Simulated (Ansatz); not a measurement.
**AlNH₃ (quartet): wave-function methods side by side at distance Al1–H4 along a hydrogen transfer = 2.182 Å, cc-pVDZ**

How much of the correlation energy of AlNH₃ (quartet) does each wave-function method recover here?

The runs use Ansatz 0.2.0, Gaussian basis; cc-pVDZ, core rule «outside noble gas», up to 6 orbitals frozen.

To be run: UHF; CCSD(T) on ROHF; CCSD(T) on UHF; BCCD(T) on ROHF; CISD; CCSDT(Q) on ROHF; CCSDT(Q) on UHF; CASSCF and MRCISD+Q, 5 electrons in 5 orbitals; CASSCF and NEVPT2, 5 electrons in 5 orbitals.

23 further runs of the same task are left out: 18 for a known fault of the program, 4 that didn't finish, 1 set aside as unsound or not needed.

**1. The geometry**

The geometry derives from fragments relaxed apart (PBE0/def2-TZVP) and kept rigid, so it is no stationary point. A hydrogen atom is moved between rigid fragments.

5 atoms, charge 0, spin multiplicity 4.

Atoms are counted from 1 here; the program's logs count them from 0.

Bond lengths: Al1–H2 1.586 Å, Al1–H3 1.586 Å, H4–N5 1.139 Å. Angles: H2–Al1–H3 120.0°.

**2. UHF**

Input file in.yaml:

```yaml
crystal:
  periodic: [false, false, false]
  atoms:
    - {symbol: Al, position_ang: [-1.070551, 0.000000, 0.000000]}
    - {symbol: H, position_ang: [-1.863474, 1.373384, 0.000000]}
    - {symbol: H, position_ang: [-1.863474, -1.373384, 0.000000]}
    - {symbol: H, position_ang: [1.111449, 0.000000, 0.000000]}
    - {symbol: N, position_ang: [2.250449, 0.000000, 0.000000]}
basis:
  gaussian: {orbitals: cc-pVDZ}
magnetization: {spin_polarized: true, initial_magnetization: 3}
hamiltonian: {xc: hf}
output: {orbitals: {seedname: orbitals}}
```

Run with:

```
$ ansatz run in.yaml --threads 1 --pin off --events-out ev --progress --plain --max-ram 2393MiB
```

After this run come: CCSD(T) on ROHF; CCSD(T) on UHF; BCCD(T) on ROHF; CISD; CCSDT(Q) on ROHF; CCSDT(Q) on UHF; CASSCF and MRCISD+Q, 5 electrons in 5 orbitals; CASSCF and NEVPT2, 5 electrons in 5 orbitals.

Q: Predict the results of all the runs planned. Wanted: UCCSDT(Q) below the RHF energy; RMP2 from UCCSDT(Q); UMP2 from UCCSDT(Q); RCCSD from UCCSDT(Q); RCCSD(T) from UCCSDT(Q); UCCSD(T) from UCCSDT(Q); RCCSDT(Q) from UCCSDT(Q); NEVPT2 pair from UCCSDT(Q); MRCISD+Q pair from UCCSDT(Q).

As calculated:

```
                         quantity                                                                  value
   UCCSDT(Q) below the RHF energy                                                             -6.0230 eV
              RMP2 from UCCSDT(Q)                                                          +117.1 kJ/mol
              UMP2 from UCCSDT(Q)                                                          +117.4 kJ/mol
             RCCSD from UCCSDT(Q)                                                           +12.1 kJ/mol
          RCCSD(T) from UCCSDT(Q)                                                            +2.9 kJ/mol
          UCCSD(T) from UCCSDT(Q)                                                            +2.8 kJ/mol
         RCCSDT(Q) from UCCSDT(Q)                                                            +0.2 kJ/mol
       NEVPT2 pair from UCCSDT(Q)                                                          +108.8 kJ/mol
     MRCISD+Q pair from UCCSDT(Q)                                                            +2.1 kJ/mol
levels within 1 kcal/mol (43 meV)  RCCSD(T), UCCSD(T), BCCD(T), RCCSDT, UCCSDT, RCCSDT(Q), MRCISD+Q pair
                    T1 diagnostic                                                                  0.024
```

What this shows: RCCSD(T) misses by +2.9 kJ/mol, 0.5 % of the correlation energy. Of the multireference levels listed MRCISD+Q pair comes nearest in total energy (+2.1 kJ/mol), which doesn't show that its space is the better one. These misses are within one basis, not against nature; the frozen cores of restricted and unrestricted runs differ, which can shift their rows.
